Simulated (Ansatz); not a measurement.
Run this with Ansatz 0.2.0 through its Python package and show what comes out.

The script reads `ch5alo.xyz`:
```text
8

O    -1.14120    0.76590   -0.79010
C    -0.27460    0.69740    0.24750
Al    0.88940   -0.87760   -0.04630
H    -1.80680    0.12640   -0.64940
H    -0.79550    0.60180    1.20670
H     0.36150    1.62710    0.27150
H     0.32260   -2.34380   -0.10520
H     2.53660   -0.65420   -0.19060
```

`ch5alo_md.py`
```python
# -*- coding: utf-8 -*-
"""Molecular dynamics of one CH5AlO molecule."""

import logging
import sys

import ansatz as az
import numpy as np

logging.basicConfig(stream=sys.stdout, format="%(levelname)s:%(name)s:%(message)s")
logger = logging.getLogger("calc")
logger.setLevel(logging.INFO)

params = {
    "basis_set": "6-31G",
    "functional": "PBE0",
    "dispersion": "d3bj",
    "n_steps": 30,
    "temperature_k": 800,
}


def main():
    geometry = az.Crystal.molecule_from_extxyz("ch5alo.xyz")

    calculation = geometry.calculation()
    calculation = calculation.basis(gaussian=params["basis_set"])
    calculation = calculation.functional(params["functional"], dispersion=params["dispersion"])
    calculation = calculation.md("nvt_langevin", timestep=0.5, steps=params["n_steps"], temperature=params["temperature_k"], initial_velocities="maxwell_boltzmann", seed=26, friction=0.02)
    frames = []
    outcome = calculation.session().plan().execute(on_event=lambda e: frames.append(e["data"]) if e["event"] == "md_step" else None)
    logger.info("t (fs)   E_pot (eV)      E_kin (eV)   T (K)   d(0-1) (A)")
    for f in frames[::2]:
        xyz = np.array(f["positions_ang"])
        logger.info(f"{f['time_fs']:6.2f} {f['lagrangian_ev']:14.5f} {f['e_kin_ev']:10.5f} {f['temperature_k']:8.1f} {np.linalg.norm(xyz[0] - xyz[1]):9.4f}")
    print("mean temperature", round(float(np.mean([f["temperature_k"] for f in frames])), 1), "K")
    symbols = [site.symbol for site in geometry.cartesian_sites]
    with open("last_frame.xyz", "w") as handle:
        handle.write(f"{len(symbols)}\nt = {frames[-1]['time_fs']} fs\n")
        handle.writelines("{:2s} {:10.5f} {:10.5f} {:10.5f}\n".format(s, *xyz) for s, xyz in zip(symbols, frames[-1]["positions_ang"]))


if __name__ == "__main__":
    main()
```

```console
$ python ch5alo_md.py
INFO:calc:t (fs)   E_pot (eV)      E_kin (eV)   T (K)   d(0-1) (A)
INFO:calc:  0.00    -9752.18060    0.72386    700.0    1.3536
INFO:calc:  1.00    -9752.15682    0.80345    777.0    1.3403
INFO:calc:  2.00    -9752.13839    0.76281    737.7    1.3338
INFO:calc:  3.00    -9752.10985    0.74636    721.8    1.3342
INFO:calc:  4.00    -9752.10615    0.67439    652.2    1.3405
INFO:calc:  5.00    -9752.15855    0.73133    707.2    1.3528
INFO:calc:  6.00    -9752.24305    0.86603    837.5    1.3725
INFO:calc:  7.00    -9752.26169    0.83722    809.6    1.3947
INFO:calc:  8.00    -9752.22877    0.76050    735.4    1.4174
INFO:calc:  9.00    -9752.28516    0.81367    786.9    1.4408
INFO:calc: 10.00    -9752.33398    0.82855    801.2    1.4631
INFO:calc: 11.00    -9752.25416    0.78435    758.5    1.4831
INFO:calc: 12.00    -9752.14408    0.60036    580.6    1.5034
INFO:calc: 13.00    -9752.11809    0.51969    502.6    1.5219
INFO:calc: 14.00    -9752.13763    0.58206    562.9    1.5383
INFO:calc: 15.00    -9752.14812    0.66986    647.8    1.5555
mean temperature 709.6 K
```

`last_frame.xyz`, as written:
```text
8
t = 15.0 fs
O    -1.20171    0.71481   -0.76226
C    -0.21536    0.72490    0.44049
Al    0.91560   -0.86751   -0.14844
H    -2.11031    0.35696   -0.62029
H    -0.80593    1.00392    1.34557
H     0.50601    1.53505    0.17031
H     0.16671   -2.35572    0.09787
H     2.41190   -0.49929   -0.94998
```

Total energies depend on the basis set; only differences at equal settings carry meaning. The trajectory is only some femtoseconds long, so its temperature is not equilibrated; where the script doesn't relax first, it starts from a rough generated geometry. The printed temperature counts all 3N degrees of freedom under Langevin dynamics, so the first row lies under the target. The whole script took 49 s on 1 thread of Arm Neoverse V1, on a shared host, peak memory 0.17 GiB.

(A comment or docstring line of the script was reworded after the run, the code is as it ran; lines on the test bed's own set-up are left out of the output.)
